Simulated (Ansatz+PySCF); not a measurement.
Values are calculated unless marked as measured or tabulated.
Several solutions for triplet B₂

```yaml
atoms:
  - { symbol: B, position_ang: [0.0000, 0.0000, -0.7239] }
  - { symbol: B, position_ang: [0.0000, 0.0000, 0.7239] }
```

Basis set: def2-SVP (spherical functions). Charge 0, multiplicity 3.

CASSCF(6,8) was run from several starts with Ansatz (development build ahead of 0.2.0) and PySCF 2.14.0. The starts are those of the Hartree–Fock orbitals from which the active space was taken at the frontier.

```json
{"run": "A", "program": "Ansatz", "start": "atomic start, no search", "converged": "yes", "energy (hartree)": "-49.14381", "<S²>": "2.00"}
{"run": "B", "program": "Ansatz", "start": "search for the lowest state", "converged": "yes", "energy (hartree)": "-49.14381", "<S²>": "2.00"}
{"run": "C", "program": "PySCF", "start": "program defaults", "converged": "yes", "energy (hartree)": "-49.13572", "<S²>": "2.00"}
{"run": "D", "program": "Ansatz", "start": "stability test followed", "converged": "yes", "energy (hartree)": "-49.14381", "<S²>": "2.00"}
```

Problem. Which runs reached the lowest solution of this kind, and what is wrong with the others?

Solution. A, B, D reached the lowest solution found. Converged but too high: C by 0.22 eV. Convergence only shows a stationary point; in CASSCF the end hangs on which orbitals enter the active space. Caution: other starts end on other solutions of this active space.
